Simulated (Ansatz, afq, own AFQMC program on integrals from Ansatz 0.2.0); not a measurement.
BHO, singlet in cc-pVDZ, levels against CCSDT(Q)

```xyz
3

B     0.0000    0.0000    1.1655
O     0.0000    0.0000   -0.1066
H     0.0000    0.0000   -1.0588
```

Connectivity, by distances: B–OH.

Basis cc-pVDZ. Noble-gas cores (and the filled d shells of Ga–Kr and In–Xe) are frozen. Integrals, coupled cluster, full CI and functionals: Ansatz 0.2.0; the random walks run on the same integrals in our own AFQMC program. ph-AFQMC/CISD is guided by a CISD state made of CCSD amplitudes; releasing the constraint for a short imaginary time cuts its bias at the price of noise, slowly where states lie close. Error bars are statistical, one sigma.

Determinant: RHF, the one that the program's search chose, which needn't be the lowest solution. The geometry is a PBE0/def2-TZVP stationary point of this or a neighbouring charge and spin state.

No full CI on the walks' own integrals is used here; CCSDT(Q) serves as the reference and is uncertain by about the last step of the cluster series.

Cautions: the released energies are still falling, so no released level is given (meV from the phaseless value at times in 1/Eh: -6 ± 14 at 0.24, -5 ± 14 at 0.51, -1 ± 13 at 0.99, -19 ± 16 at 1.62, -43 ± 20 at 2.40), though the last usable value meets CCSDT(Q) within the noise; the ph-AFQMC/HF walk drifts between its halves (2.2 errors).

The T1 diagnostic is 0.0173 and the weight of the determinant in the CISD state is 0.896. The size of the correlated space is 10 electrons in 31 orbitals.

```
  level  correlation energy (eV)
    MP2                  -6.8093
   CCSD                  -7.3066
CCSD(T)                  -7.5045
```

(1) Estimate where phaseless AFQMC with a CISD trial lies against CCSD(T) on the same integrals.

(1) 15.4 ± 10.3 meV below CCSD(T). The gap is under twice the noise, so this walk alone can't tell the two apart.

Reference: CCSDT(Q), correlation energy -7.539 eV.

```
        level  E − E(reference) (meV)  share of correlation (%)
      CCSD(T)                    34.0                     99.55
        CCSDT                    20.5                     99.73
  ph-AFQMC/HF             16.0 ± 61.6                     99.79
ph-AFQMC/CISD             18.7 ± 10.3                     99.75
```

A walk keeps the symmetry of its determinant, which the program's search chose and which needn't be the lowest solution, so a lower state of the same spin and another symmetry isn't excluded.
